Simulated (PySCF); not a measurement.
Saddle point of BH₂ClO, closed shell (BH₂ClO ([OH][BH][Cl]) → BClO + H₂; bonds formed: H2–H4; bonds broken: B1–H2, O3–H4), PBE0-D4/def2-TZVP structure:

```
5
angstrom
B -0.1218 0.0762 -0.2659
H 0.5259 0.1450 0.9878
O -0.4342 -1.1404 -0.4703
H 0.2292 -0.7454 0.7040
Cl -0.1991 1.6648 -0.9556
```

Energies are electronic, without zero-point energy. Barriers and step energies count from the start structure reached by relaxing down the imaginary mode; all methods use the PBE0-D4 structures, on which another method's saddle can fall below an end. PySCF 2.14 with density fitting (its default auxiliary sets; JK sets also for MP2 and CCSD(T)); basis: def2-TZVPP, with def2-QZVPP for the basis limit; cores frozen in the correlated methods. B3LYP uses VWN-RPA correlation. Extrapolation: Hartree–Fock as exp(−7.88 √X), correlation as X^−2.97.

| method | barrier (kcal/mol) | step energy (kcal/mol) |
| --- | --- | --- |
| SPW92 | 52.20 | 31.49 |
| PBE-D4 | ? | 23.64 |
| r2SCAN-D4 | ? | 25.55 |
| PBE0-D4 | 60.70 | 28.19 |
| B3LYP-D4 | 61.59 | 23.63 |
| BHLYP-D4 | 69.07 | 28.61 |
| wB97M-V | 63.25 | 25.97 |
| HF | 80.08 | 29.86 |
| MP2 | ? | 23.04 |
| CCSD | 66.97 | 26.37 |
| CCSD(T) | 63.82 | 24.76 |

Q: Fill in the withheld barriers. (An estimate is asked for; the value comes from the calculation.)

A: Computed: PBE-D4 54.14; MP2 61.42; r2SCAN-D4 58.36 kcal/mol. Each is the energy of the saddle less that of the start structure, by the same method.

For comparison, the barrier by CCSD(T) at an estimated basis limit (MP2 extrapolated from triple and quadruple zeta, plus CCSD(T) − MP2 in triple zeta) is 63.51 kcal/mol.

T1 diagnostic: at most 0.018.

Labels in which every atom is bracketed show which atoms are joined, not bond orders.

For scale, one of the runs: CCSD(T)/def2-TZVPP, 132 basis functions, launched by `OMP_NUM_THREADS=4 python run.py`. Hardware: 4 CPU threads of an Arm Neoverse V2, shared host. Wall time 46 s; peak host memory 0.72 GiB.
